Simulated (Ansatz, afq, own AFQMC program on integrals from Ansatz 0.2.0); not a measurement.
## AlH$_{3}$, triplet in 6-31G, levels against full CI

```xyz
4

Al    0.0014    0.0732   -0.0899
H     0.0014   -1.3737   -0.7482
H     0.3810   -0.2735    1.4917
H    -0.4193   -0.3110    1.6627
```

Basis 6-31G. Only valence electrons are correlated. AFQMC by an in-house program on the Cholesky factors that Ansatz 0.2.0 writes for its CCSD(T) run. The CISD trial takes its coefficients from CCSD amplitudes. Released means that phaseless walkers are propagated on without the constraint, phases kept. Free AFQMC starts from the CCSD state and is never constrained. Its projection time is finite, and what remains of the start isn't in its error. ± is one standard error of the sampling.

Determinant: UHF, the one that the program's search chose, which needn't be the lowest solution. The geometry is a point of a scan.

Full CI on the same integrals is exact in this basis and with this determinant's frozen core.

Cautions: lower spins were not checked.

- T1 diagnostic: 0.0128
- weight of the determinant in the CISD state: 0.953
- ⟨S²⟩ of the determinant: 2.002
- size of the correlated space: 6 electrons in 14 orbitals

```
  level  correlation energy (eV)
    MP2                  -1.0584
   CCSD                  -1.5250
CCSD(T)                  -1.5412
```

Task: Estimate where AFQMC with the constraint released lies against CCSD(T) on the same integrals.

Result: 0.28 ± 0.01 mEh below CCSD(T).

Reference: full CI, correlation energy -1.549 eV. The released energy is read at 2.40 1/Eh (meV from the phaseless value at times in 1/Eh: -0.1 ± 0.5 at 0.24, -0.5 ± 0.4 at 0.51, -1.0 ± 0.3 at 0.99, -0.68 ± 0.23 at 1.62, -1.0 ± 0.4 at 2.40).

```
         level  E − E(reference) (mEh)  share of correlation (%)
       CCSD(T)                    0.29                     99.49
         CCSDT                    0.01                     99.99
      CCSDT(Q)                    0.00                    100.00
        CCSDTQ                    0.00                    100.00
   ph-AFQMC/HF             0.23 ± 0.44                     99.60
 ph-AFQMC/CISD             0.05 ± 0.02                     99.91
released AFQMC             0.01 ± 0.01                     99.98
    free AFQMC            0.00 ± 0.008                    100.00
```

CCSDT and higher add their correlation energy to the determinant of the CCSD(T) run, since their own runs factorise the integrals more tightly (a shift of under 2 meV). Free projections are given only where their last times agree within the noise and don't stop above the reference; a slow remainder of the start can still hide under it. Released energies are given only where the last usable release times agree within the noise; a slower fall can still hide under it.
